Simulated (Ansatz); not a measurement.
**One structure, 3 elements: NaF, NaCl, NaI**

Plane-wave DFT in Ansatz with scalar-relativistic PAW potentials, cutoff 500 eV, Γ-centred meshes chosen by cell and gap, Gaussian smearing with energies taken to zero width. Every cell was relaxed (cell and atoms) in a run of its own, within the symmetry of its start. Functional: r2SCAN.

All members share space group Fm-3m and the same sites; only the element on one set of sites changes (F, Cl, I). Members needn't be the stable form of their composition. Energies over the elements, where given, are against the elements' standard states in the same functional (H₂, N₂, O₂ and halogens uncorrected, Hg as a solid). The first member:

Space group Fm-3m (No. 225). a = 4.594 Å, b = 4.594 Å, c = 4.594 Å, α = 90.00°, β = 90.00°, γ = 90.00°
```csv
atom,site,symmetry,x,y,z
Na,4b,m-3m,0.5000,0.0000,0.0000
F,4a,m-3m,0.0000,0.0000,0.0000
```

| compound | V (Å³/atom) | a (Å) | gap on mesh (eV) | energy over elements (eV/atom) |
| --- | --- | --- | --- | --- |
| NaF | 12.12 | 4.594 | 7.28 | -2.951 |
| NaI | 33.80 | 6.467 | 4.44 | -1.484 |

Task: Predict the member with Cl.

Result: V (Å³/atom) 22.05, a (Å) 5.608, gap on mesh (eV) 5.97, energy over elements (eV/atom) -2.098. Interpolating linearly in period between F and I would give 19.35 Å³/atom (12.2 % too small) and a gap of 6.33 eV, with -2.462 eV/atom over the elements. Over the whole series the volume grows at each step down the group; the gap narrows; binding against the elements weakens. The p levels of the anion rise down the group and lift the valence band, the usual cause of such narrowing. Less electronegative, larger anions gain less from charge transfer and lattice energy, in line with the weaker binding.

Spin-orbit coupling is left out, which matters for the bands of heavy elements.